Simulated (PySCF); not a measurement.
Geometries of 2 isomers of C3H7FO2, from PBE0-D3(BJ)/def2-SVP geometry optimisation, gas phase in PySCF 2.14.0. One conformer each, no zero-point energy, no frequencies.

Task: Which is lower in electronic energy at this level?
A.
```xyz
13
angstrom
C      2.074    0.362   -0.302
O      0.768    0.617    0.153
C     -0.196   -0.172   -0.391
F     -0.054   -1.488    0.041
C     -1.556    0.301    0.065
O     -2.566   -0.534   -0.408
H      2.740    1.075    0.200
H      2.393   -0.664   -0.055
H      2.153    0.505   -1.395
H     -0.128   -0.219   -1.497
H     -1.732    1.315   -0.325
H     -1.524    0.370    1.171
H     -2.345   -1.428   -0.119
```
B.
```xyz
13
angstrom
C     -1.722   -0.492   -0.597
O     -0.988   -0.439    0.598
C      0.328   -0.831    0.473
O      1.105    0.084   -0.263
C      1.373    1.251    0.406
F      2.332    1.056    1.364
H     -1.304    0.177   -1.368
H     -2.749   -0.177   -0.369
H     -1.749   -1.520   -1.006
H      0.422   -1.790   -0.068
H      0.726   -0.934    1.495
H      0.472    1.644    0.912
H      1.755    1.972   -0.333
```

Result: A. That is `CO[C@@H](F)CO`, 6.0 kcal/mol below the other.

| SMILES | atoms numbered as above | E (Eh) | relative (kcal/mol) | relative (kJ/mol) | dipole (D) |
| --- | --- | --- | --- | --- | --- |
| CO[C@@H](F)CO | [CH3:1][O:2][C@@H:3]([F:4])[CH2:5][OH:6] | -368.13894 | 0.0 | 0.0 | 1.86 |
| COCOCF | [CH3:1][O:2][CH2:3][O:4][CH2:5][F:6] | -368.12944 | 6.0 | 24.9 | 1.90 |

As drawn, the lower has an O–H bond, which the higher lacks.
